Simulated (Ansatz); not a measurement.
# CH₃ (doublet): the correlation ladder, cc-pVDZ

Aim: climb from Hartree-Fock through coupled cluster and multireference methods for CH₃ (doublet) at one geometry and basis, and see what each rung misses.

Method: cc-pVDZ, core rule «outside noble gas», up to 1 orbitals frozen; program: Ansatz 0.2.0, Gaussian basis.

To be run: UHF; CCSD(T) on ROHF; CCSD(T) on UHF; BCCD(T) on ROHF; CISD as a restricted active space (open shells left free, so some higher excitations enter); CCSDT(Q) on ROHF; CCSDT(Q) on UHF; CISDTQ; CCSDTQ on ROHF; CCSDTQ on UHF; CASSCF and MRCISD+Q, 7 electrons in 7 orbitals; CASSCF and NEVPT2, 7 electrons in 7 orbitals; Full CI.

4 further runs of the same task are left out: 4 set aside as unsound or not needed. Runs told in other sessions of the task aren't counted.

## (1) What is computed

The geometry is a PBE0/def2-TZVP stationary point (not a proven minimum).

4 atoms, charge 0, spin multiplicity 2.

Atoms are counted from 1 here; the program's logs count them from 0.

Bond lengths: C1–H2 1.080 Å, C1–H3 1.080 Å, C1–H4 1.080 Å. Angles: H2–C1–H3 120.0°, H2–C1–H4 120.0°, H3–C1–H4 120.0°.

## (2) UHF

Contents of in.yaml:

```yaml
crystal:
  periodic: [false, false, false]
  atoms:
    - {symbol: C, position_ang: [0.000000, 0.000000, 0.000000]}
    - {symbol: H, position_ang: [1.079931, 0.014026, -0.000321]}
    - {symbol: H, position_ang: [-0.552113, 0.928231, -0.002734]}
    - {symbol: H, position_ang: [-0.527818, -0.942256, 0.003055]}
basis:
  gaussian: {orbitals: cc-pVDZ}
magnetization: {spin_polarized: true, initial_magnetization: 1}
hamiltonian: {xc: hf}
output: {orbitals: {seedname: orbitals}}
```

Started as:

```console
ansatz run in.yaml --threads 1 --pin off --events-out ev --progress --plain --max-ram 4096MiB --backend cpu
```

The runs that follow: CCSD(T) on ROHF; CCSD(T) on UHF; BCCD(T) on ROHF; CISD as a restricted active space (open shells left free, so some higher excitations enter); CCSDT(Q) on ROHF; CCSDT(Q) on UHF; CISDTQ; CCSDTQ on ROHF; CCSDTQ on UHF; CASSCF and MRCISD+Q, 7 electrons in 7 orbitals; CASSCF and NEVPT2, 7 electrons in 7 orbitals; Full CI.

Before running them: what should the planned runs give, taken together? Wanted: FCI from the RHF energy; RMP2 from FCI; UMP2 from FCI; RCCSD from FCI; RCCSD(T) from FCI; UCCSD(T) from FCI; RCCSDT(Q) from FCI; UCCSDT(Q) from FCI; NEVPT2 valence from FCI.

**Answer**, as computed:

```
                         quantity                                                                                                          value
          FCI from the ROHF energy                                                                                                     -4.2658 eV
                    RMP2 from FCI                                                                                                     +705.9 meV
                    UMP2 from FCI                                                                                                     +706.3 meV
                   RCCSD from FCI                                                                                                      +85.9 meV
                RCCSD(T) from FCI                                                                                                      +14.3 meV
                UCCSD(T) from FCI                                                                                                      +13.9 meV
               RCCSDT(Q) from FCI                                                                                                       +0.3 meV
               UCCSDT(Q) from FCI                                                                                                       -0.3 meV
          NEVPT2 valence from FCI                                                                                                     +626.1 meV
        MRCISD+Q valence from FCI                                                                                                       -0.6 meV
levels within 1 kcal/mol (43 meV)  RCCSD(T), UCCSD(T), BCCD(T), RCCSDT, UCCSDT, CISDTQ, RCCSDT(Q), UCCSDT(Q), RCCSDTQ, UCCSDTQ, MRCISD+Q valence
                    T1 diagnostic                                                                                                          0.014
   effectively unpaired electrons                                                                                                           1.02
```

RCCSD(T) misses by +14.3 meV, 0.3 % of the correlation energy. One determinant dominates. Of the multireference levels listed MRCISD+Q valence comes nearest in total energy (-0.6 meV), which doesn't show that its space is the better one. These misses are within one basis, not against nature; the frozen cores of restricted and unrestricted runs differ, which can shift their rows.

Levels on UHF freeze UHF's core orbitals, full CI those of ROHF, so the U rows can settle a little off it for that reason alone.

With open shells the CI space here admits some higher excitations, so it is larger than plain CISD.
